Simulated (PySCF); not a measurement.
The dipole of `CC(C)C(=O)O` from its density and from atomic charges.

Coordinates (GFN2-xTB, Å) and charges (e) from the PBE0/pcSseg-1 density (PySCF):

| atom | x | y | z | Mulliken | IAO | Hirshfeld | ESP-fitted |
| --- | --- | --- | --- | --- | --- | --- | --- |
| C1 | -1.482 | 0.535 | 0.137 | -0.2029 | -0.4180 | -0.1187 | -0.5930 |
| C2 | -0.142 | 0.032 | -0.390 | -0.3871 | -0.1466 | -0.0265 | +0.3375 |
| C3 | 0.042 | -1.462 | -0.100 | -0.2252 | -0.4132 | -0.1129 | -0.4847 |
| C4 | 0.997 | 0.768 | 0.282 | +0.4797 | +0.5329 | +0.2192 | +0.6341 |
| O5 | 1.013 | 1.156 | 1.418 | -0.4051 | -0.4694 | -0.2705 | -0.5438 |
| O6 | 2.043 | 0.919 | -0.543 | -0.3669 | -0.4844 | -0.1744 | -0.6508 |
| H7 | -2.296 | -0.049 | -0.285 | +0.1127 | +0.1409 | +0.0435 | +0.1557 |
| H8 | -1.630 | 1.580 | -0.124 | +0.1196 | +0.1448 | +0.0418 | +0.1381 |
| H9 | -1.508 | 0.446 | 1.220 | +0.1273 | +0.1541 | +0.0402 | +0.1599 |
| H10 | -0.063 | 0.199 | -1.468 | +0.1394 | +0.1505 | +0.0418 | +0.0067 |
| H11 | 0.997 | -1.814 | -0.484 | +0.1252 | +0.1466 | +0.0413 | +0.1219 |
| H12 | -0.755 | -2.030 | -0.574 | +0.1231 | +0.1453 | +0.0465 | +0.1286 |
| H13 | 0.008 | -1.639 | 0.972 | +0.1214 | +0.1470 | +0.0434 | +0.1348 |
| H14 | 2.776 | 1.360 | -0.084 | +0.2389 | +0.3696 | +0.1853 | +0.4551 |

**Question.** What dipole does each set of charges give (1 e·Å = 4.803 D), and what does the density give?

**Answer.** The full density gives (0.15, -0.64, -1.53) D, 1.66 D in size; dipole vectors point from the negative to the positive end.

| scheme | μx | μy | μz | size (D) | share of the full size (%) | angle to the full dipole (°) |
| --- | --- | --- | --- | --- | --- | --- |
| Mulliken | -1.41 | -1.50 | -1.07 | 2.32 | 139 | 52 |
| IAO | -0.23 | -0.87 | -1.66 | 1.89 | 113 | 13 |
| Hirshfeld | 0.25 | -0.49 | -1.30 | 1.42 | 85 | 6 |
| ESP-fitted | 0.13 | -0.67 | -1.54 | 1.68 | 101 | 1 |

**Question.** Which set comes closest?

**Answer.** Length of the difference vector: ESP-fitted 0.03 D, Hirshfeld 0.29 D, IAO 0.46 D, Mulliken 1.84 D. Closest: ESP-fitted. The schemes that divide the density aren't constrained to reproduce the dipole.

**Question.** What is left for the Hirshfeld atoms' own dipoles?

**Answer.** The Hirshfeld atoms' densities add up to the full density, so μ = Σ q r + Σ (atomic dipoles). The atomic dipoles sum to (0.15, -0.64, -1.53) − (0.25, -0.49, -1.30) = (-0.10, -0.15, -0.23) D, 0.29 D in size.

**Question.** With the origin at the mean of the coordinates, (0.000, 0.000, -0.002) Å, which are the largest single terms, by size, of the IAO dipole along the direction of the full one?

**Answer.** O5 +3.74, C3 -1.31, C4 -1.19, H9 -1.06, C1 +0.94 D; all 14 atoms together +1.83 D. The single terms depend on the origin, their sum doesn't.

**Question.** Give the size of the full dipole in other units.

**Answer.** 1.66 D = 0.655 au = 0.347 e·Å = 5.55 × 10⁻³⁰ C·m.

Geometry: GFN2-xTB, one conformer, isolated molecule.

Shape of the structure used: `[CH3:1][CH:2]([CH3:3])[C:4](=[O:5])[OH:6]`: C1–C2–C4–O5 34°, H–O6–C4–C2 -178°.
